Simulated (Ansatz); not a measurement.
Results of LDA in Ansatz (PAW) for rock-salt EuSe.

From the output:

```
Crystal: 2 atoms, lattice volume = 54.247 Å³
Basis set: ecut = 520 eV, 1459 PW (Γ), exchange–correlation on 64×64×64 points (8 copies of the dense FFT grid, shifted against one another)
Bands: 24, of which v1, the nominal top of the filled ones, is band 17 counted from 1 (16 counted from 0)
Symmetry: 48 space group operations
Space group: Fm-3m (ITA 225), of the structure as read, at distance tolerance 3.8e-5 Å
k-points: 145 of 4096
Initial density: superposition of atomic densities (chi_scale 0.1, normalization cell)
Functional: x = slater, c = lda
spin=Collinear: Kerker preconditioning applied to the charge; magnetization (m = ρ↑ − ρ↓) channel mixes plain (no charge-response kernel on spin).
SCF 1 converged in 14 iterations: F = -13953.138960 eV  dr2 = 3.66e-12
SCF converged after 14 iterations
Magnetization: 6.9439 μB (19.9720 up, 13.0280 down)
Free energy (F): -13953.138960 eV
Internal energy: -13953.127246 eV  (E = F + TS)
E sigma→0 (E₀):  -13953.133103 eV
Fermi energy:    11.379298 eV
--- Stress (GPa, compression-positive) ---
       -2.909353       0.000000       0.000000
        0.000000      -2.909353      -0.000000
       -0.000000      -0.000000      -2.909353
  P = ⅓ Tr σ = -2.9094 GPa (-29.094 kbar)
```

Question: Write an input file that could have produced this run (the log leaves some choices open).

Answer: This is not unique; one that fits is 
Ansatz 0.2 input:
```yaml
crystal:
  lattice:
    - [0.0, 3.0045613106, 3.0045613106]
    - [3.0045613106, 0.0, 3.0045613106]
    - [3.0045613106, 3.0045613106, 0.0]
  atoms:
    - { symbol: Eu, position: [0.0, 0.0, 0.0], spin: 7.0 }
    - { symbol: Se, position: [0.5, 0.5, 0.5], spin: 0.0 }
basis:
  ecutwfc: 520
  ecutrho_ratio: 4
  xc_grid: 2
kpoints:
  mp_grid: { grid: [16, 16, 16] }
hamiltonian:
  xc: lda
  dispersion: none
  pseudopotentials: { kind: paw }
scf:
  occupations: { method: fermi_dirac, width: 0.05 }
  convergence: { dr2_threshold: 0.0000000002 }
output:
  forces: true
  stress: true
  eigenvalues: true
magnetization:
  spin_polarized: true
```

The cell is one volume of an energy–volume scan, off the minimum.

The PAW data were made under PBE.

The run is spin-polarised with parallel starting moments, which need not be the measured order.

Note: the magnetic order was assumed, not searched for or taken from measurement. Note: the 4f shell is treated without U or exact exchange, so its levels and filling can be wrong. Note: the volume lies 9 % below that of the published cell.

Computing time: roughly 70 core-seconds.

Ansatz is a quantum-chemistry and plane-wave program.
